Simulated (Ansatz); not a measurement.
**Volumes and bulk moduli along the alkaline-earth metals**

The calculation used Ansatz, DFT, PBEsol, plane waves (420 eV) with PAW, scalar-relativistic. (PAW data from PBE, frozen cores regenerated.)

Each structure is relaxed within its symmetry, in the lowest magnetic state of the tried starts. B₀ comes from uniform scaling at fixed shape; a dash is a value not given.

```json
{"element": "Be", "structure": "hcp", "V (Å³/atom)": "7.84", "B₀ (GPa)": "125", "magnetic state": "spin not included"}
{"element": "Mg", "structure": "hcp", "V (Å³/atom)": "22.50", "B₀ (GPa)": "37", "magnetic state": "spin not included"}
{"element": "Ca", "structure": "fcc", "V (Å³/atom)": "40.60", "B₀ (GPa)": "18", "magnetic state": "spin not included"}
{"element": "Sr", "structure": "?", "V (Å³/atom)": "?", "B₀ (GPa)": "?", "magnetic state": "?"}
{"element": "Ba", "structure": "bcc", "V (Å³/atom)": "58.01", "B₀ (GPa)": "9", "magnetic state": "spin not included"}
```

**Question.** Fill in the row of Sr.

**Answer.** structure: fcc; V (Å³/atom): 52.23; B₀ (GPa): 12; magnetic state: spin not included.
